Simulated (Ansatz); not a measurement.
What does this script print? It uses Ansatz 0.2.0, Python API.

The script, `md_f2hsi.py`:
```python
# -*- coding: utf-8 -*-
'''Molecular dynamics of one F2HSi molecule.'''

import ansatz as az
import numpy as np

BASIS_SET = '6-31G'
FUNCTIONAL = 'PBE0'
N_STEPS = 40
TEMPERATURE_K = 200

GEOMETRY = '''
F     1.22695    0.65298   -0.41028
Si   -0.02806   -0.34289   -0.30109
F    -1.23420    0.71624   -0.25278
H     0.03531   -1.02633    0.96415
'''

mol = az.Crystal.molecule()
for line in GEOMETRY.strip().splitlines():
    symbol, *xyz = line.split()
    mol = mol.atom(symbol, [float(v) for v in xyz])

calc = (
    mol.calculation()
    .basis(gaussian=BASIS_SET)
    .functional(FUNCTIONAL)
    .spin('collinear', total=1)
)
symbols = [site.symbol for site in mol.cartesian_sites]
start = np.array([site.position_ang for site in mol.cartesian_sites], dtype=float)
r = calc.relax(force_tolerance=0.02).run(threads=1, pin='off').report
end = np.array(r['positions_ang'])
minimum = az.Crystal.molecule()
for symbol, place in zip(symbols, end):
    minimum = minimum.atom(symbol, place.tolist())

# dynamics from the relaxed geometry
calc = minimum.calculation()
calc = calc.basis(gaussian=BASIS_SET)
calc = calc.functional(FUNCTIONAL)
calc = calc.spin('collinear', total=1)
calc = calc.md('nve', timestep=1.0, steps=N_STEPS, temperature=TEMPERATURE_K, initial_velocities='maxwell_boltzmann', seed=90)
frames = []
result = calc.session().plan().execute(on_event=lambda e: frames.append(e['data']) if e['event'] == 'md_step' else None)
print('t (fs)   E_pot (eV)      E_kin (eV)   T (K)   d(0-1) (A)')
for f in frames[::2]:
    xyz = np.array(f['positions_ang'])
    print(f'{f["time_fs"]:6.2f} {f["lagrangian_ev"]:14.5f} {f["e_kin_ev"]:10.5f} {f["temperature_k"]:8.1f} {np.linalg.norm(xyz[0] - xyz[1]):9.4f}')
kept = np.array([f['conserved_ev'] for f in frames])
print(f'conserved energy moves by at most {1000 * np.ptp(kept):.3f} meV')
```

```console
$ python md_f2hsi.py
t (fs)   E_pot (eV)      E_kin (eV)   T (K)   d(0-1) (A)
  0.00   -13317.45019    0.05170    200.0    1.6916
  2.00   -13317.44752    0.04905    189.7    1.6896
  4.00   -13317.44068    0.04225    163.4    1.6879
  6.00   -13317.43193    0.03354    129.7    1.6868
  8.00   -13317.42349    0.02513     97.2    1.6867
 10.00   -13317.41763    0.01930     74.7    1.6877
 12.00   -13317.41602    0.01769     68.4    1.6898
 14.00   -13317.41845    0.02008     77.7    1.6929
 16.00   -13317.42302    0.02462     95.2    1.6965
 18.00   -13317.42762    0.02919    112.9    1.7003
 20.00   -13317.43047    0.03202    123.9    1.7037
 22.00   -13317.42996    0.03150    121.8    1.7064
 24.00   -13317.42553    0.02709    104.8    1.7080
 26.00   -13317.41870    0.02030     78.5    1.7082
 28.00   -13317.41202    0.01364     52.8    1.7069
 30.00   -13317.40715    0.00879     34.0    1.7042
 32.00   -13317.40476    0.00641     24.8    1.7001
 34.00   -13317.40538    0.00703     27.2    1.6951
 36.00   -13317.40892    0.01054     40.8    1.6896
 38.00   -13317.41371    0.01529     59.2    1.6843
 40.00   -13317.41777    0.01935     74.8    1.6798
conserved energy moves by at most 0.160 meV
```

Notes:
- Total energies depend on the basis set; only differences at equal settings carry meaning.
- The trajectory is only some femtoseconds long, so its temperature is not equilibrated; where the script doesn't relax first, it starts from a rough generated geometry.
- The run takes the species as open-shell (spin multiplicity 2), which needn't be its ground state.
- The temperature counts the internal degrees of freedom alone.
- With hydrogen a step over 0.5 fs is long.
- Finished in 58 s on 1 thread of Arm Neoverse V1, on a shared host, peak memory 0.17 GiB.
